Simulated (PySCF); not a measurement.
Stretching SN⁺

Set-up: basis S aug-cc-pV(D+d)Z, N aug-cc-pVDZ; no relativity; PySCF 2.14. Energies in eV from S⁺ + N in their ground configurations at the same level. State: ¹Σ⁺ (singlet), closed shell.

Curves on a restricted Hartree–Fock reference rise too fast on stretching and do not dissociate correctly.

All columns are RHF. A positive dipole points towards N; it is taken about the centre of mass and depends on that origin.

```csv
R (Å),E (eV),μ (D),Mulliken charge on S (basis-dependent),HOMO (eV),LUMO (eV),Mayer bond order,⟨S²⟩
1.232,0.624,-2.75,1.23,-24.27,-6.75,2.73,0.00
1.289,-0.626,-2.60,1.22,-24.35,-7.03,2.73,0.00
1.346,-1.240,-2.45,1.22,-23.84,-7.31,2.73,0.00
1.389,-1.385,-2.33,1.21,-23.44,-7.54,2.73,0.00
1.432,-1.325,-2.20,1.21,-23.06,-7.76,2.72,0.00
1.475,-1.103,-2.07,1.20,-22.71,-7.99,2.72,0.00
1.532,-0.621,-1.90,1.19,-22.26,-8.28,2.71,0.00
1.604,0.189,-1.68,1.17,-21.74,-8.64,2.70,0.00
1.690,1.340,-1.41,1.13,-21.18,-9.04,2.70,0.00
1.804,2.995,-1.04,1.06,-20.51,-9.51,2.68,0.00
```

A fit through these points gives, at Re = 1.396 Å, μ = -2.30 D and dμ/dR = 2.88 D/Å; the reduced mass is 9.738 u.

Question: How strong is the fundamental in the double-harmonic approximation, I = 42.26·(dμ/dR)²/μred km/mol?

Answer: I = 42.26·(2.88)²/9.738 = 36.0 km/mol at RHF.

For an ion De counts to the pair picked by the measured ionisation energies or electron affinities, which need not be the lowest pair at this level. Where the molecule has an RHF reference, its open-shell atoms are computed with UHF. Hartree–Fock leaves out correlation, which carries a large part of most bond energies and some tenths to 1 eV of ionisation energies.
